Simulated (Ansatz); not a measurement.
Elements on the sites of an ideal diamond lattice, at a guessed lattice constant:

```yaml
crystal:
  lattice:
    - [3.12831, 3.12831, 6.25663]
    - [-3.12831, -3.12831, 6.25663]
    - [9.38494, -6.25663, 3.12831]
  atoms:
    - { symbol: C, position: [0.47500, 0.37500, 0.80000] }
    - { symbol: Si, position: [0.00000, 0.00000, 0.00000] }
    - { symbol: Si, position: [0.90000, 0.50000, 0.20000] }
    - { symbol: Si, position: [0.77500, 0.87500, 0.20000] }
    - { symbol: Si, position: [0.87500, 0.37500, 0.00000] }
    - { symbol: Sn, position: [0.20000, 0.00000, 0.60000] }
    - { symbol: Sn, position: [0.10000, 0.50000, 0.80000] }
    - { symbol: Sn, position: [0.60000, 0.00000, 0.80000] }
    - { symbol: Sn, position: [0.40000, 0.00000, 0.20000] }
    - { symbol: Sn, position: [0.30000, 0.50000, 0.40000] }
    - { symbol: Sn, position: [0.80000, 0.00000, 0.40000] }
    - { symbol: Sn, position: [0.70000, 0.50000, 0.60000] }
    - { symbol: Sn, position: [0.50000, 0.50000, 0.00000] }
    - { symbol: Sn, position: [0.57500, 0.87500, 0.60000] }
    - { symbol: Sn, position: [0.97500, 0.87500, 0.80000] }
    - { symbol: Sn, position: [0.37500, 0.87500, 0.00000] }
    - { symbol: Sn, position: [0.67500, 0.37500, 0.40000] }
    - { symbol: Sn, position: [0.17500, 0.87500, 0.40000] }
    - { symbol: Sn, position: [0.07500, 0.37500, 0.60000] }
    - { symbol: Sn, position: [0.27500, 0.37500, 0.20000] }
```

Cell and atoms were relaxed without symmetry on coarser meshes and computed once more. All numbers below come from DFT PBE, scalar-relativistic, plane waves, PAW in Ansatz.

Plane waves to 420 eV, a k mesh through Γ of 5×5×3 on the computed 20-atom cell and Gaussian smearing (0.10 eV); no spin polarisation.

The relaxation ran on 2×2×2 (shifted) and then 3×3×2 k points with a smearing of 0.1 eV, from sites shaken by 0.02 Å.

Q: What does the relaxation give?

A: A volume of 30.38 Å³/atom and no gap on the mesh. It lies 0.21 eV/atom above the elements' standard states (static lattices, no corrections for gases). The atoms leave their sites by 0.29 Å (root mean square) and 0.55 Å at most, and the cell stretches by up to 1.3 % at fixed volume.

```yaml
crystal:
  lattice:
    - [3.15502, 3.13847, 6.19844]
    - [-3.09148, -3.10819, 6.14999]
    - [9.45552, -6.30886, 3.12015]
  atoms:
    - { symbol: C, position: [0.48114, 0.37850, 0.80252] }
    - { symbol: Si, position: [0.98072, 0.01611, 0.02013] }
    - { symbol: Si, position: [0.89037, 0.51096, 0.17931] }
    - { symbol: Si, position: [0.79862, 0.85450, 0.17764] }
    - { symbol: Si, position: [0.88458, 0.35697, 0.00950] }
    - { symbol: Sn, position: [0.19057, 0.99455, 0.61381] }
    - { symbol: Sn, position: [0.15086, 0.47272, 0.82613] }
    - { symbol: Sn, position: [0.58153, 0.06214, 0.80032] }
    - { symbol: Sn, position: [0.42818, 0.98361, 0.18929] }
    - { symbol: Sn, position: [0.29158, 0.48639, 0.39275] }
    - { symbol: Sn, position: [0.80499, 0.98604, 0.37340] }
    - { symbol: Sn, position: [0.66562, 0.48196, 0.63222] }
    - { symbol: Sn, position: [0.53106, 0.47981, 0.96114] }
    - { symbol: Sn, position: [0.58485, 0.87954, 0.59943] }
    - { symbol: Sn, position: [0.96232, 0.87904, 0.83126] }
    - { symbol: Sn, position: [0.35733, 0.88041, 0.98890] }
    - { symbol: Sn, position: [0.68612, 0.38646, 0.38817] }
    - { symbol: Sn, position: [0.17892, 0.87579, 0.39954] }
    - { symbol: Sn, position: [0.06785, 0.38518, 0.62058] }
    - { symbol: Sn, position: [0.26193, 0.37992, 0.17610] }
```

Cost: 2 runs of about 16 core-minutes in all (earlier runs that led there not counted), on Arm Neoverse V2 (shared hosts).